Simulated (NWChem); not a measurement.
Total energies of CH₂

```
C
H 1 1.1231
H 1 1.1231 2 100.29
```
Charge 0, spin multiplicity 1.

Program: NWChem. Structure: optimised with B3LYP/def2-SVP, a minimum by its harmonic frequencies.

Basis set: cc-pVDZ (24 functions).

```csv
method,total energy (Ha)
RHF,-38.88070
MP2,-38.99143
B2PLYP,-39.08370
PBE,-39.06357
B3LYP,-39.13387
PBE0,-39.07370
CCSD(T),-39.02254
```

Total energies of different functionals aren't comparable as a measure of quality: only differences taken within one method are. 

The correlated methods keep 1 core orbital frozen. B3LYP has NWChem's definition, with VWN1-RPA local correlation. The structure started from a generated list of species. Coupled-cluster values serve here as a point of comparison, not as the truth.
